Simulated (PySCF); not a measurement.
## Bond curve of MgH

Set-up: basis Mg def2-TZVP, H def2-TZVP; no relativity; PySCF 2.14. Energies in eV from Mg + H in their ground configurations at the same level. State: ²Σ⁺ (doublet), unpaired electrons σ ↑.

```tsv
R (Å)	PBE0
1.500	-1.087
1.570	-1.257
1.639	-1.356
1.692	-1.393
1.744	-1.404
1.796	-1.395
1.866	-1.355
1.953	-1.276
2.058	-1.150
2.197	-0.958
```

Problem. Put a parabola through the three lowest points of the PBE0 curve and estimate Re, k and ωe (reduced mass 0.9672 u; 1 eV/Å² = 0.16022 mdyn/Å; ωe = 1302.8·√(k/μ) cm⁻¹).

Solution. Through R = 1.692, 1.744, 1.796 Å the second-order coefficient is 3.70 eV/Å², so Re ≈ 1.747 Å, k ≈ 1.19 mdyn/Å and ωe ≈ 1442 cm⁻¹. A polynomial fit of higher order to the unrounded PBE0 energies gives Re = 1.744 Å, k = 1.23 mdyn/Å, ωe = 1468 cm⁻¹; anharmonicity and rounding make the difference.

The higher-order fit for each curve: PBE0: Re = 1.744 Å, ωe = 1468 cm⁻¹, De = 1.40 eV.

The state was picked by a PBE0 search and need not be the measured ground state.
